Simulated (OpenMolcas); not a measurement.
**One shape, several levels: SiH3Cl (chlorosilane)**

Aim: a comparison of 6 runs (HF/STO-3G, M06-2X/STO-3G, PBE/STO-3G, SVWN5/STO-3G, MP2/STO-3G, CISD/STO-3G) of SiH3Cl (chlorosilane). 

The results are computed with OpenMolcas 26.06.

1 further run of the same task is left out (it didn't finish).

## (1) The molecule

The species is SiH3Cl (5 atoms), meant as a singlet with charge 0. As SMILES, `[SiH3]Cl`. The shape is that of a PBE0-D4/def2-TZVP optimisation.

Bond lengths: Si1–Cl2 2.054 Å, Si1–H3 1.481 Å, Si1–H4 1.481 Å, Si1–H5 1.481 Å. Angles: Cl2–Si1–H3 108.5°, Cl2–Si1–H4 108.5°, Cl2–Si1–H5 108.5°, H3–Si1–H4 110.4°, H3–Si1–H5 110.4°, H4–Si1–H5 110.4°.

## (2) A single-point energy at HF/STO-3G (run 1)

The input, mol.inp:

```
&gateway
 baslib = $CurrDir
 coord
 5
 angstrom
 Si      -0.112000       0.018600      -0.030900
 Cl       1.838300      -0.513500       0.329900
 H       -0.950900      -0.488300       1.079100
 H       -0.534700      -0.585700      -1.314900
 H       -0.190800       1.495400      -0.104700
 basis = STO-3G
 group = NoSym

&seward

&scf
 thresholds = 1e-10 1e-07 1e-07 1e-05
 prorbitals = 1 1
```

The basis set STO-3G is read from a file made from the Basis Set Exchange's data (not shown).

Command:

```console
$ export MOLCAS_MEM=1860
$ pymolcas mol.inp > mol.log
```

Standard output:

```text
--- Start Module: gateway ---
[...]
--- Stop Module: gateway /rc=_RC_ALL_IS_WELL_ ---
--- Start Module: seward ---
[...]
      Basis functions           21
--- Stop Module: seward /rc=_RC_ALL_IS_WELL_ ---
--- Start Module: scf ---
[...]
       Convergence after   8 Iterations
[...]
::    Total SCF energy                               -741.9721812868
[...]
      Total spin, S                                     0.0000000000
[...]
      Total electronic charge=   34.000000
      Total            charge=   -0.000000
[...]
      Dipole Moment (debye):
      Origin of the operator (angstrom)=    0.9013   -0.2579    0.1566
                   X= -2.6985E+00               Y=  7.3633E-01               Z= -4.9936E-01           Total=  2.8413E+00
      Quadrupole Moment (debye*angstrom):
[...]
--- Stop Module: scf /rc=_RC_ALL_IS_WELL_ ---
[...]
```

It took 1.6 s on 1 thread of Intel Xeon Platinum 8488C (Sapphire Rapids), shared host; peak memory 0.37 GiB.

## (3) A single-point energy at M06-2X/STO-3G (run 2)

The input, mol.input:

```
&GATEWAY
BasLib = $CurrDir
Coord
5
angstrom
Si      -0.112000       0.018600      -0.030900
Cl       1.838300      -0.513500       0.329900
H       -0.950900      -0.488300       1.079100
H       -0.534700      -0.585700      -1.314900
H       -0.190800       1.495400      -0.104700
Basis = STO-3G
Group = NoSym
&SEWARD
GridInput
Grid=UltraFine
End of Grid
&SCF
KSDFT = M062X
Thresholds = 1e-10 1e-07 1e-07 1e-05
PrOrbitals = 1 1
```

The basis set STO-3G is read from a file made from the Basis Set Exchange's data (not shown).

Command:

```console
$ export MOLCAS_MEM=1860
$ pymolcas mol.input > mol.log
```

Standard output:

```text
--- Start Module: gateway ---
[...]
--- Stop Module: gateway /rc=_RC_ALL_IS_WELL_ ---
--- Start Module: seward ---
[...]
      Basis functions           21
--- Stop Module: seward /rc=_RC_ALL_IS_WELL_ ---
--- Start Module: scf ---
[...]
       Convergence after   8 Iterations
[...]
::    Total KS-DFT energy                            -743.1862219314
[...]
      Total spin, S                                     0.0000000000
[...]
      Total electronic charge=   34.000000
      Total            charge=   -0.000000
[...]
      Dipole Moment (debye):
      Origin of the operator (angstrom)=    0.9013   -0.2579    0.1566
                   X= -2.4939E+00               Y=  6.8058E-01               Z= -4.6138E-01           Total=  2.6259E+00
      Quadrupole Moment (debye*angstrom):
[...]
--- Stop Module: scf /rc=_RC_ALL_IS_WELL_ ---
[...]
```

Run time: 4.2 s. Hardware: 1 thread of Intel Xeon Platinum 8488C (Sapphire Rapids), shared host; peak memory 0.37 GiB.

## (4) A single-point energy at PBE/STO-3G (run 3)

The input, mol.input:

```
* ClH3Si Kohn-Sham DFT
&GATEWAY
BASLIB=$CurrDir
COORD
5
angstrom
Si      -0.112000       0.018600      -0.030900
Cl       1.838300      -0.513500       0.329900
H       -0.950900      -0.488300       1.079100
H       -0.534700      -0.585700      -1.314900
H       -0.190800       1.495400      -0.104700
BASIS=STO-3G
GROUP=NoSym
&SEWARD
GRIDINPUT
Grid=UltraFine
End of Grid
&SCF
KSDFT=PBE
THRESHOLDS=1e-10 1e-07 1e-07 1e-05
PRORBITALS=1 1
```

The basis set STO-3G is read from a file made from the Basis Set Exchange's data (not shown).

Command:

```console
$ export MOLCAS_MEM=1860
$ pymolcas mol.input > mol.log
```

Standard output:

```text
--- Start Module: gateway ---
[...]
--- Stop Module: gateway /rc=_RC_ALL_IS_WELL_ ---
--- Start Module: seward ---
[...]
      Basis functions           21
--- Stop Module: seward /rc=_RC_ALL_IS_WELL_ ---
--- Start Module: scf ---
[...]
       Convergence after  10 Iterations
[...]
::    Total KS-DFT energy                            -742.7847066002
[...]
      Total spin, S                                     0.0000000000
[...]
      Total electronic charge=   34.000000
      Total            charge=   -0.000000
[...]
      Dipole Moment (debye):
      Origin of the operator (angstrom)=    0.9013   -0.2579    0.1566
                   X= -2.3194E+00               Y=  6.3290E-01               Z= -4.2922E-01           Total=  2.4423E+00
      Quadrupole Moment (debye*angstrom):
[...]
--- Stop Module: scf /rc=_RC_ALL_IS_WELL_ ---
[...]
```

It took 3.6 s on 1 thread of Intel Xeon Platinum 8488C (Sapphire Rapids), shared host; peak memory 0.37 GiB.

Runs 4 to 5 aren't shown in full; the table further down has their settings and results.

## (5) The energy at CISD/STO-3G (run 6)

mol.input, as its differences from that of step 4:

```diff
@@ -1,2 +1 @@
-* ClH3Si Kohn-Sham DFT
 &GATEWAY
@@ -14,8 +13,14 @@
 &SEWARD
-GRIDINPUT
-Grid=UltraFine
-End of Grid
 &SCF
-KSDFT=PBE
 THRESHOLDS=1e-10 1e-07 1e-07 1e-05
 PRORBITALS=1 1
+&MOTRA
+FROZEN=10
+&GUGA
+ELECTRONS=14
+SPIN=1
+INACTIVE=7
+ACTIVE=0
+CIALL=1
+&CPF
+SDCI
```

The basis set STO-3G is read from a file made from the Basis Set Exchange's data (not shown).

Command:

```console
$ export MOLCAS_MEM=1860
$ pymolcas mol.input > mol.log
```

Standard output:

```text
--- Start Module: gateway ---
[...]
--- Stop Module: gateway /rc=_RC_ALL_IS_WELL_ ---
[...]
      Basis functions           21
[...]
       Convergence after   8 Iterations
[...]
::    Total SCF energy                               -741.9721812868
[...]
      Total spin, S                                     0.0000000000
[...]
      *** WARNING: Default frozen orbitals is overwritten by user input.
      *** Default values:   7
[...]
--- Start Module: guga ---
[...]
--- Stop Module: guga /rc=_RC_ALL_IS_WELL_ ---
--- Start Module: cpf ---
[...]
      Active orbitals                            0       0
[...]
      Spin quantum number                      0.0
[...]
     FINAL CI ENERGY          -742.03609445
     FINAL CORRELATION ENERGY   -0.06391317  REFERENCE ENERGY    -741.97218129
[...]
     REL. CI ENERGY           -742.03609445
[...]
      Total electronic charge=   34.000000
      Total            charge=    0.000000
[...]
      Dipole Moment (debye):
      Origin of the operator (angstrom)=    0.9013   -0.2579    0.1566
                   X= -2.4914E+00               Y=  6.7982E-01               Z= -4.6102E-01           Total=  2.6233E+00
      Quadrupole Moment (debye*angstrom):
[...]
--- Stop Module: cpf /rc=_RC_ALL_IS_WELL_ ---
[...]
```

It took 1.8 s on 1 thread of Intel Xeon Platinum 8488C (Sapphire Rapids), shared host; peak memory 0.37 GiB.

## (6) All runs side by side

| run | level | integration grid | frozen core orbitals | energy (Eh) | dipole moment (D) of the reference | HOMO energy (eV) | LUMO energy (eV) | wall time |
| --- | --- | --- | --- | --- | --- | --- | --- | --- |
| 1 | HF/STO-3G | – | – | -741.972181 | 2.84 | -10.15 | 9.58 | 1.6 s |
| 2 | M06-2X/STO-3G | UltraFine | – | -743.186222 | 2.63 | -7.96 | 5.58 | 4.2 s |
| 3 | PBE/STO-3G | UltraFine | – | -742.784707 | 2.44 | -5.07 | 3.39 | 3.6 s |
| 4 | SVWN5/STO-3G | UltraFine | – | -740.406728 | 2.54 | -4.96 | 3.36 | 3 s |
| 5 | MP2/STO-3G | – | 10 | -742.017397 | 2.84 | -10.15 | 9.58 | 1.6 s |
| 6 | CISD/STO-3G | – | 10 | -742.036094 | 2.84 | -10.15 | 9.58 | 1.8 s |

## (7) Outcome

| quantity | value |
| --- | --- |
| run 6: total energy | -742.03609 Eh |
| run 6: dipole moment (mean-field density) | 2.84 D |
| run 6: HOMO energy (Hartree–Fock orbitals) | -10.15 eV |
| run 6: LUMO energy (Hartree–Fock orbitals) | 9.58 eV |
| run 6: HOMO–LUMO gap (Hartree–Fock orbitals) | 19.73 eV |
| run 6: correlation energy (10 core orbitals frozen) | -63.9 mEh |

Below the HF energy at the same shape and in the same basis (STO-3G): MP2 -45.2 mEh; CISD -63.9 mEh. Over runs 1, 2, 3, 4 the dipole moment (its size) runs from 2.44 D (PBE/STO-3G) to 2.84 D (HF/STO-3G). Over runs 1, 2, 3, 4 the HOMO–LUMO gap runs from 8.31 eV (SVWN5/STO-3G) to 19.73 eV (HF/STO-3G). Exact exchange widens orbital gaps. Totals of different functionals can't be ranked against each other. In runs 1, 2, 3, 4, 5, 6 the basis is minimal, so the values are rough. All runs together took 16 s, the longest 4.2 s.
